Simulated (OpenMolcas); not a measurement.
**quartet [CF2]+: levels of theory compared**

Wanted: a comparison of 6 runs (UHF/cc-pVTZ, U-r2SCAN/cc-pVTZ, U-revPBE/cc-pVTZ, UM06-2X/cc-pVTZ, UPBE/cc-pVTZ, UTPSS/cc-pVTZ) of quartet [CF2]+. 

The calculation is run with OpenMolcas 26.06.

1 further run of the same task is left out (set aside as unsound or not needed).

## (1) The system as given

The species is [CF2]+ (3 atoms), meant as a quartet with charge +1. As SMILES of the parent species, `F[C+]F`. The shape is that of a PBE0-D4/def2-TZVP optimisation. That shape belongs to the parent species and isn't relaxed for this state.

Bond lengths: F1–C2 1.214 Å, C2–F3 1.214 Å. Angles: F1–C2–F3 124.6°.

## (2) A single-point energy at UHF/cc-pVTZ (run 1)

The input, job.inp:

```
* CF2 Hartree-Fock
>>> EXPORT MOLCAS_PRINT=2

&GATEWAY
 BASLIB
 $CurrDir
 BASISSET
 F.cc-pVTZ....
 F1 0.379110 0.972980 0.316190 angstrom
 F3 -0.654830 -0.751620 -0.443470 angstrom
 End of Basis
 BASISSET
 C.cc-pVTZ....
 C2 0.275710 -0.221360 0.127270 angstrom
 End of Basis

&SEWARD

&SCF
 UHF
 CHARGE
 1
 SPIN
 4
 THRESHOLDS
 1e-10 1e-07 1e-07 1e-05
 PRORBITALS
 0
```

The basis set cc-pVTZ is read from a file made from the Basis Set Exchange's data (not shown).

The run is started by

```bash
$ export MOLCAS_MEM=1860
$ pymolcas job.inp > job.log
```

What it wrote:

```text
--- Start Module: gateway ---
[...]
--- Stop Module: gateway /rc=_RC_ALL_IS_WELL_ ---
--- Start Module: seward ---
[...]
      Basis functions           90
--- Stop Module: seward /rc=_RC_ALL_IS_WELL_ ---
[...]
--- Start Module: scf ---
[...]
       Convergence after  22 Iterations
[...]
::    Total SCF energy                               -236.0826946750
[...]
      Total spin, S                                     1.5111038064
[...]
      Total electronic charge=   23.000000
      Total            charge=    1.000000
[...]
      Dipole Moment (debye):
      Origin of the operator (angstrom)=   -0.0386    0.0310   -0.0178
                   X=  2.0036E-01               Y= -1.6092E-01               Z=  9.2485E-02           Total=  2.7312E-01
      Center of Charge (angstrom)
[...]
--- Stop Module: scf /rc=_RC_ALL_IS_WELL_ ---
[...]
```

It took 13 s on 1 thread of Intel Xeon Platinum 8259CL at 2.50GHz (Skylake/Cascade Lake), shared host; peak memory 0.49 GiB.

## (3) A single-point energy at U-r2SCAN/cc-pVTZ (run 2)

The input, test.input:

```
* CF2 Kohn-Sham DFT

&gateway
  baslib
  $CurrDir
  coord
  3
  angstrom
  F        0.379110       0.972980       0.316190
  C        0.275710      -0.221360       0.127270
  F       -0.654830      -0.751620      -0.443470
  basis
  cc-pVTZ
  group
  NoSym

&seward
  gridinput
  Grid=UltraFine
  End of Grid

&scf
  uhf
  charge
  1
  spin
  4
  ksdft
  2
  1.0 MGGA_X_R2SCAN
  1.0 MGGA_C_R2SCAN
  thresholds
  1e-10 1e-07 1e-07 1e-05
  prorbitals
  1 2
```

The basis set cc-pVTZ is read from a file made from the Basis Set Exchange's data (not shown).

The run is started by

```bash
$ export MOLCAS_MEM=1860
$ pymolcas test.input > test.log
```

What it wrote:

```text
--- Start Module: gateway ---
[...]
--- Stop Module: gateway /rc=_RC_ALL_IS_WELL_ ---
--- Start Module: seward ---
[...]
      Basis functions           90
--- Stop Module: seward /rc=_RC_ALL_IS_WELL_ ---
[...]
--- Start Module: scf ---
[...]
       Convergence after  24 Iterations
[...]
::    Total KS-DFT energy                            -236.9919895481
[...]
      Total spin, S                                     1.5018972712
[...]
      Total electronic charge=   23.000000
      Total            charge=    1.000000
[...]
      Dipole Moment (debye):
      Origin of the operator (angstrom)=   -0.0386    0.0310   -0.0178
                   X=  7.0868E-02               Y= -5.6884E-02               Z=  3.2715E-02           Total=  9.6583E-02
      Center of Charge (angstrom)
[...]
--- Stop Module: scf /rc=_RC_ALL_IS_WELL_ ---
[...]
```

Run time: 60 s. Hardware: 1 thread of Intel Xeon Platinum 8259CL at 2.50GHz (Skylake/Cascade Lake), shared host; peak memory 0.49 GiB.

Runs 3 to 5 aren't shown in full; the table further down has their settings and results.

## (4) A single-point energy at UTPSS/cc-pVTZ (run 6)

The input, geom.xyz:

```xyz
3

F      0.379110     0.972980     0.316190
C      0.275710    -0.221360     0.127270
F     -0.654830    -0.751620    -0.443470
```

The input, calc.inp:

```
>>> EXPORT MOLCAS_PRINT=2

&GATEWAY
  BASLIB = $CurrDir
  COORD = geom.xyz
  BASIS = cc-pVTZ
  GROUP = NoSym

&SEWARD
  GRIDINPUT
  Grid=UltraFine
  End of Grid

&SCF
  UHF
  CHARGE = 1
  SPIN = 4
  KSDFT = 2
  1.0 MGGA_X_TPSS
  1.0 MGGA_C_TPSS
  THRESHOLDS = 1e-10 1e-07 1e-07 1e-05
  PRORBITALS = 1
```

The basis set cc-pVTZ is read from a file made from the Basis Set Exchange's data (not shown).

The run is started by

```bash
$ export MOLCAS_MEM=1860
$ pymolcas calc.inp > calc.log
```

What it wrote:

```text
--- Start Module: gateway ---
[...]
--- Stop Module: gateway /rc=_RC_ALL_IS_WELL_ ---
--- Start Module: seward ---
[...]
      Basis functions           90
--- Stop Module: seward /rc=_RC_ALL_IS_WELL_ ---
[...]
--- Start Module: scf ---
[...]
       Convergence after  22 Iterations
[...]
::    Total KS-DFT energy                            -237.1134718485
[...]
      Total spin, S                                     1.5011475281
[...]
      Total electronic charge=   23.000000
      Total            charge=    1.000000
[...]
      Dipole Moment (debye):
      Origin of the operator (angstrom)=   -0.0386    0.0310   -0.0178
                   X=  2.9945E-02               Y= -2.4033E-02               Z=  1.3824E-02           Total=  4.0809E-02
      Center of Charge (angstrom)
[...]
--- Stop Module: scf /rc=_RC_ALL_IS_WELL_ ---
[...]
```

Run time: 59 s. Hardware: 1 thread of Intel Xeon Platinum 8259CL at 2.50GHz (Skylake/Cascade Lake), shared host; peak memory 0.49 GiB.

## (5) Overview of the runs

```
run             level  integration grid  energy (Eh)  HOMO energy (eV)   ⟨S²⟩  wall time
  1       UHF/cc-pVTZ                 –  -236.082695            -19.73  3.795       13 s
  2  U-r2SCAN/cc-pVTZ         UltraFine  -236.991990            -13.35  3.758       60 s
  3  U-revPBE/cc-pVTZ         UltraFine  -237.017441            -12.70  3.754       36 s
  4   UM06-2X/cc-pVTZ         UltraFine  -236.981700            -16.22  3.762       51 s
  5      UPBE/cc-pVTZ         UltraFine  -236.857053            -12.75  3.753       40 s
  6     UTPSS/cc-pVTZ         UltraFine  -237.113472            -12.98  3.755       59 s
```

## (6) Summary of results

| quantity | value |
| --- | --- |
| run 6: total energy | -237.11347 Eh |
| run 6: HOMO energy (highest over α and β) | -12.98 eV |
| run 6: ⟨S²⟩ | 3.755 |

What this shows: Totals of different functionals can't be ranked against each other. All runs together took 4.3 min, the longest 60 s.
